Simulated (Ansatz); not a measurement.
C2H2N2O (`c1nnco1`) from Hartree–Fock to CCSD(T)

Z-matrix (Å, degrees):
```
C
O 1 1.348
N 1 1.282 2 113.2
H 1 1.078 2 118.2 3 -180.0
C 2 1.348 1 101.7 3 -0.0
N 3 1.386 1 105.9 2 0.0
H 5 1.078 2 118.2 1 180.0
```

Charge 0, multiplicity 1. All single points use the PBE0-D4/def2-TZVP geometry. Frozen core, restricted reference, Ansatz. CBS rows extrapolate triple and quadruple zeta.

| basis | HF (Eh) | MP2 corr. |
| --- | --- | --- |
| def2-SVP | -260.40495 | -0.75622 |
| def2-TZVPP | -260.71621 | -0.93256 |
| def2-QZVPP | -260.72758 | -0.99826 |
| cc-pV(D+d)Z | -260.63426 | -0.75828 |
| cc-pV(T+d)Z | -260.70608 | -0.93584 |
| cc-pV(Q+d)Z | -260.72439 | -1.00056 |

Problem. Estimate the CCSD correlation energy and the (T) correction in each basis where they were run (hartree).

Solution. 
| basis | CCSD corr. | (T) |
| --- | --- | --- |
| def2-SVP | -0.77246 | -0.03097 |
| def2-TZVPP | -0.93532 | -0.04783 |
| def2-QZVPP | -0.99082 | -0.05251 |
| CBS(def2) | -1.03193 | -0.05597 |
| cc-pV(D+d)Z | -0.77370 | -0.03130 |
| cc-pV(T+d)Z | -0.93774 | -0.04817 |
| cc-pV(Q+d)Z | -0.99291 | -0.05253 |
| CBS(cc) | -1.03218 | -0.05563 |
